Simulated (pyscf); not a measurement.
Single points on ωB97X-D3(BJ)/def2-SVP structures (PySCF, gas phase).

Problem. O=CrH(=O)–Cl + hydrogen chloride (HCl) -> O=Cr(=O)(Cl)–Cl + hydrogen (H₂)
Surface: singlet. Broken: Cr–H, Cl–H. Formed: Cl–Cr, H–H. Give ΔE‡ and ΔE from ωB97M-D3(BJ)/def2-TZVP, relative to the separated reactants.

Solution. ΔE‡ = 0.84 eV, ΔE = -0.59 eV. Zero-point energy shifts the barrier by +0.03 eV. It is a four-centre exchange, with an imaginary mode of 697i cm⁻¹. O=CrH(=O)–Cl lies 2.12 eV over its isomer O=Cr(OH)–Cl [triplet] (electronic energy, ωB97M-D3(BJ)/def2-TZVP). One saddle was located; it need not be the lowest between these sides.
